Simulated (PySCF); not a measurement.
Species: 2-methyl-1-butanol, C5H12O.
Z-matrix (Å and degrees, GFN2-xTB geometry), rows numbered from 1:
```
C 
C   1  1.5237
C   2  1.5332  1  113.23
C   3  1.5301  2  110.40  1  -162.95
C   3  1.5380  2  111.27  1    73.87
O   5  1.4064  3  113.88  2    58.13
H   1  1.0884  2  110.62  3    58.39
H   1  1.0877  2  110.19  3   178.18
H   1  1.0867  2  110.97  3   -62.15
H   2  1.0919  1  109.33  3   121.17
H   2  1.0923  1  108.85  3  -121.12
H   3  1.0954  2  109.17  1   -43.86
H   4  1.0873  3  110.25  2    64.93
H   4  1.0887  3  110.75  2  -175.32
H   4  1.0890  3  110.99  2   -54.29
H   5  1.0916  3  110.09  2   -59.97
H   5  1.1011  3  109.07  2  -178.23
H   6  0.9635  5  108.24  3    58.77
```

The closed-shell SCF was solved with PySCF and density fitting under several settings on one GFN2-xTB geometry (grid level 2 and gas phase unless stated).

```
                               settings  basis functions  SCF cycles     E (Eh)  HOMO (eV)  LUMO (eV)  dipole (D)
                          PBE0/pcSseg-1              162          12  -272.6193      -7.67       1.20        1.66
                         PBE0/def2-SVPD              219          12  -272.4748      -7.79       0.50        1.69
                              HF/6-31G*              108           9  -271.1745     -11.47       5.72        1.80
PBE0/6-31++G**, IEF-PCM tetrahydrofuran              180          12  -272.6788      -7.69       0.07        2.20
```

Question: Estimate the rows for these settings: (1) WP04/def2-SVPD, IEF-PCM acetonitrile, grid level 4; (2) wB97X-D/aug-cc-pVDZ, fitting basis def2-universal-jkfit.

Answer: 
```
                                               settings  basis functions  SCF cycles     E (Eh)  HOMO (eV)  LUMO (eV)  dipole (D)
     WP04/def2-SVPD, IEF-PCM acetonitrile, grid level 4              219          13  -279.5737      -8.89      -0.57        2.24
wB97X-D/aug-cc-pVDZ, fitting basis def2-universal-jkfit              246          10  -272.9219      -9.66       0.96        1.67
```

Question: Over all rows, what range does the HOMO–LUMO gap span?

Answer: From 7.76 eV (PBE0/6-31++G**, IEF-PCM tetrahydrofuran) to 17.19 eV (HF/6-31G*). The functional of the narrowest has 25 % exact exchange, that of the widest 100 % exact exchange.

Question: And the dipole moment?

Answer: From 1.66 D (PBE0/pcSseg-1) to 2.24 D (WP04/def2-SVPD, IEF-PCM acetonitrile, grid level 4); the largest is 1.35 times the smallest, and the median is 1.75 D.

Question: Compare two rows with the functional PBE0: PBE0/pcSseg-1 and PBE0/def2-SVPD. Which energy is lower, and by how much?

Answer: PBE0/pcSseg-1 (162 functions) lies 0.1445 Eh or 91 kcal/mol below PBE0/def2-SVPD (219 functions). The smaller set gives the lower energy; the two sets aren't nested, so the variational bound doesn't order them by size.

wB97X-D ran without the empirical dispersion term, which would shift the total energy alone. Cycle counts include a coarse-grid stage where the run had one. All basis functions are spherical, in the Pople sets too. WP04 was designed for NMR shieldings or shifts; total energies of different functionals aren't comparable. Geometry: GFN2-xTB, one conformer.
